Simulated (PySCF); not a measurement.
ClNa, charge -1, multiplicity 2. Atoms are numbered in the order given.

```xyz
2

Na     0.0000     0.0000    -1.5310
Cl     0.0000     0.0000     0.9907
```
Charge -1, spin multiplicity 2.

The structure is a stationary point at PBE-D3(BJ)/def2-TZVPD. The multiplicity is an assumed one; other spin states were not compared.

Method: M06-2X/def2-TZVPD (PySCF).

The molecule is in vacuum. A positive occupied level means that this level leaves the electron formally unbound; only the finite basis holds it.

- total energy: -622.55804 hartree
- point group: C∞v
- α spin, highest occupied and lowest empty level: 0.15 and 2.51 eV
- β spin, highest occupied and lowest empty level: -4.14 and 1.95 eV
- dipole moment about the centre of nuclear charge: 0.702 e·Å
- mean static polarisability: 335.7 bohr³ (49.75 Å³)
- polarisability, principal values: 273.7, 366.7, 366.7 bohr³
- ⟨S²⟩: 0.751 (pure state 0.75)
